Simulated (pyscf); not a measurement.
HS–CH₂–SH (SMILES SCS) -> H₂C=S (SMILES C=S) + H₂S (SMILES S) (elimination; singlet surface; C–S, H–S broken, H–S formed). Structures and frequencies: ωB97X-D3(BJ)/def2-SVP in PySCF. Correlated levels are frozen-core, on RHF or UHF. ΔMP2 is the change of the MP2 total energy from the triple- to the quadruple-zeta basis. Energies in kJ/mol from the reactant's lowest minimum found.

| level | barrier | reaction energy |
|---|---|---|
| ωB97X-D3(BJ)/def2-TZVP | 217.1 | +116.5 |
| r²SCAN/def2-TZVP | 188.5 | +105.8 |
| PBE0-D3(BJ)/def2-TZVP | 197.0 | +117.5 |
| HF/def2-TZVP | ? | +77.4 |
| MP2/def2-QZVPP | 203.3 | +103.6 |
| CCSD/def2-TZVPP | 222.2 | +88.3 |
| CCSD(T)/def2-TZVPP + ΔMP2(QZVPP) | ? | ? |

### Question
What belongs in the gaps?

### Answer

- HF/def2-TZVP, barrier: 252.4
- CCSD(T)/def2-TZVPP + ΔMP2(QZVPP), barrier: 206.6
- CCSD(T)/def2-TZVPP + ΔMP2(QZVPP), reaction energy: +91.6

Of the functionals in the table, PBE0-D3(BJ) is closest to CCSD(T)/def2-TZVPP + ΔMP2(QZVPP) in the barrier (9.7 kJ/mol apart) and r²SCAN least close (18.2 kJ/mol); that level has limits of its own. HS–CH₂–SH lies 25.9 kJ/mol over its isomer H₃C–S–SH, and others may lie lower still (electronic energy, ωB97M-D3(BJ)). This is the saddle that the search found; another between the same sides may lie lower. The CCSD(T) − MP2 part came from Ansatz, without density fitting, on the same reference.
